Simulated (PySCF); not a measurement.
Work out the structure from these simulated measurements.

Elements present: C, F and H. Monoisotopic mass: 94.0030 u.

| Property | Result |
| --- | --- |
| 1H NMR | chemical shifts (computed TMS as zero) by class: 2.33 (1 H) ppm [GIAO B97-2/pcSseg-2] |
| Dipole | 2.34 D [B97-2/pcSseg-2] |
| NMR, other nuclei | isotropic shieldings of nuclei other than C and H, by class: 238 (3 F) ppm [GIAO B97-2/pcSseg-2] |
| 13C NMR | chemical shifts (computed TMS as zero) by class: 124.3 (1 C), 79.7 (1 C), 76.0 (1 C) ppm [GIAO B97-2/pcSseg-2] |
| Rotational structure | rotational constants A, B, C: 5.724, 2.892, 2.892 GHz [PBE0-D3(BJ)/def2-TZVP] |

Gas-phase values; electronic properties from PySCF, density fitting. Levels stand in brackets. Isolated species at its PBE0-D3(BJ)/def2-TZVP geometry, gas phase. NMR values are class means; diastereotopic atoms form classes of their own.

Problem. Which formula fits the mass and the elements?

Solution. C3HF3 (calculated 94.0030). No other formula that holds each of these elements comes within 0.0003 u with a fitting electron parity and a possible valence count.

Problem. What is the compound? Reason from the data.

Solution. Numbering: `[CH:1]#[C:2][C:3]([F:4])([F:5])[F:6]`. Its formula, C3HF3, gives 2 degrees of unsaturation: 0 rings and 2 π bonds in the structure found. 3 carbons fall into 3 classes; from least to most shielded: CF3 carbon [C3] (124.3 ppm), terminal alkyne carbon [C1] (79.7 ppm), alkyne carbon [C2] (76.0 ppm). The one hydrogen (2.33 ppm): alkyne hydrogen. The other shieldings belong to: 238 ppm, fluorine of a CF3 group [F4/F5/F6]. The optimised geometry has point group C3v and is a prolate symmetric top. Structure: `FC(F)(C#C)F`. The assignments are read from this structure; whether some other isomer fits the data as well wasn't checked.
